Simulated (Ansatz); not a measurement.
Born–Oppenheimer molecular dynamics of CH6NSi (9 atoms, charge 0, multiplicity 2). It starts from a relaxed structure.

Method: UKS B3LYP/STO-3G in Ansatz 0.2.0.

| Item | Value |
| --- | --- |
| ensemble | NVT, Langevin thermostat |
| time step | 1 fs |
| steps asked | 400 |
| set temperature | 200 K |
| friction | 0.5 /fs |
| seed | 50855 |

First frame:

```xyz
9
Properties=species:S:1:pos:R:3
C -1.119 0.596 -0.186
Si 0.380 -0.520 -0.062
N 1.745 0.391 0.778
H -1.957 0.081 -0.675
H -0.895 1.498 -0.769
H -1.457 0.918 0.807
H 0.811 -0.927 -1.386
H 0.053 -1.714 0.694
H 2.526 -0.370 0.781
```

(1) How far do the bonds stretch over the last three quarters of this one trajectory? (Pairs bonded in most of those frames.)

## Answers

(1) 
```csv
bond,mean (Å),spread (Å),shortest,longest
C1–Si2,1.885,0.024,1.84,1.94
C1–H4,1.098,0.019,1.05,1.16
C1–H5,1.101,0.023,1.05,1.19
C1–H6,1.102,0.022,1.05,1.16
Si2–N3,1.848,0.030,1.78,1.90
Si2–H7,1.457,0.024,1.38,1.52
Si2–H8,1.451,0.022,1.40,1.52
N3–H9,1.095,0.024,1.03,1.16
```

Mean temperature of the second half: 194 K. A run of 0.4 ps of so small a system gives no equilibrium averages. The friction is so strong that the motion is overdamped, so the time scale means little. Limits of this set-up: minimal basis.

The run took 8.2 min on 1 thread of Intel(R) Xeon(R) Platinum 8488C (Sapphire Rapids), with other jobs on the host, peak memory 0.12 GiB.
